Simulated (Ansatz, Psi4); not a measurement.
## C2H4Cl2 (1,2-dichloroethane): a line through the functionals

The species is C2H4Cl2 (8 atoms), meant as a singlet with charge 0. SMILES: `ClCCCl`. The coordinates come from a PBE0-D4/def2-TZVP relaxation. This is one conformer, not always the lowest.

The HOMO–LUMO gap y, in eV, basis 6-31G(d); a is the functional's share of exact exchange. Programs: Ansatz 0.2.0, Psi4 1.11.

| functional | program | a | y (eV) |
| --- | --- | --- | --- |
| PBE | Ansatz | 0 | 6.51 |
| TPSS | Psi4 | 0 | 6.85 |
| TPSSh | Psi4 | 0.1 | 7.86 |
| B3LYP | Ansatz | 0.2 | ? |
| PBE0 | Ansatz | 0.25 | 9.09 |
| r2SCAN0 | Ansatz | 0.25 | 9.46 |
| BHLYP | Ansatz | 0.5 | 11.61 |

Fit y = c + s·a to the known rows and predict B3LYP.


1. Means of the 6 rows: a = 0.1833, y = 8.563.
2. Σ(Δa)² = 0.18333, Σ(Δa·Δy) = 1.8088, so the slope is 1.8088/0.18333 = 9.8664.
3. Intercept: 8.563 − (9.8664) × 0.1833 = 6.754. The largest residual of the fit is 0.24.
4. B3LYP: 6.754 + (9.8664) × 0.2 = 8.73 eV.

The run gave 8.55 eV, so the prediction is off by +0.18 eV, within the largest residual. Exact exchange lowers occupied levels and raises empty ones. The rows mix families of semi-local functionals, which the line can't see.
